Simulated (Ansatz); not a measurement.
**How far each method lies from full CI for CH3⁺, singlet**

Geometry: a point of a stretch scan, not a stationary point.

```yaml
atoms:
  - { symbol: C, position_ang: [0.0044, 0.0078, 0.0000] }
  - { symbol: H, position_ang: [1.0975, 0.0217, -0.0003] }
  - { symbol: H, position_ang: [-0.5542, 0.9476, -0.0028] }
  - { symbol: H, position_ang: [-0.5956, -1.0625, 0.0034] }
```

Basis cc-pVDZ; Ansatz 0.2.0. Only valence electrons are correlated (noble-gas cores frozen), which leaves 6 electrons in 28 orbitals. R marks a restricted (for open shells ROHF) determinant. Active spaces: valence = (6e, 7o) chosen from the atoms' valence shells; pair = (2e, 2o) about the gap.

Full CI is exact within this basis and frozen core; it isn't the basis-set limit.

```
UHF ⟨S²⟩                          : 0.000
T1 diagnostic (RCCSD)             : 0.0046
largest doubles amplitude (RCCSD) : 0.060
```

| level | E − E(RHF) (eV) |
| --- | --- |
| RMP2 | -2.9396 |
| RCCSD | -3.6040 |
| RCCSD(T) | -3.6582 |

Question: Estimate how far full CI in cc-pVDZ lies from RCCSD(T). The table doesn't fix it; the size of (T) and the diagnostics are the guide.

Answer: Full CI in cc-pVDZ lies 13 meV below RCCSD(T), which is 23 % of the (T) step (-54 meV). The diagnostics are small and one determinant leads, so the series closes fast and only a small part of (T) is left.

The other levels:

```csv
level,E − E(full CI) (meV),share of correlation (%),wall time
CISD,174,95.27,0.42 s
BCCD(T),13,99.66,0.21 s
RCCSDT,2,99.94,–
RCCSDT(Q),0,99.99,0.57 s
RCCSDTQ,0,100.00,5.5 s
CASSCF (pair space),3142,14.41,–
NEVPT2 (pair space),680,81.48,0.18 s
MRCISD (pair space),130,96.47,–
MRCISD+Q (pair space),-9,100.26,0.27 s
CASSCF (valence space),1822,50.36,–
NEVPT2 (valence space),476,87.02,0.42 s
MRCISD (valence space),51,98.60,–
MRCISD+Q (valence space),7,99.81,0.96 s
MRCISD+Q(relaxed) (valence space),-13,100.37,1.1 s
```

The correlation energy at full CI, counted from RHF, is -3.671 eV. That run took 6.5 s on 1 thread of Intel Xeon Platinum 8488C, shared host over 2,701,046 determinants.

Times hold each run's SCF and search for its determinant on a shared host, so for small cases they say little of a method's own cost; they ran on 1 thread of Intel Xeon Platinum 8488C.

More than 5 meV below full CI, which no variational method can be: MRCISD+Q (pair space), MRCISD+Q(relaxed) (valence space).

The full-CI state has the irrep A1 of C2v, in the program's axes.

Natural occupations of full CI about the gap: 1.964 1.960 1.954 0.026 0.020 0.020 0.017 0.007 0.007 0.006; effectively unpaired electrons, Σ n²(2−n)², 0.03.
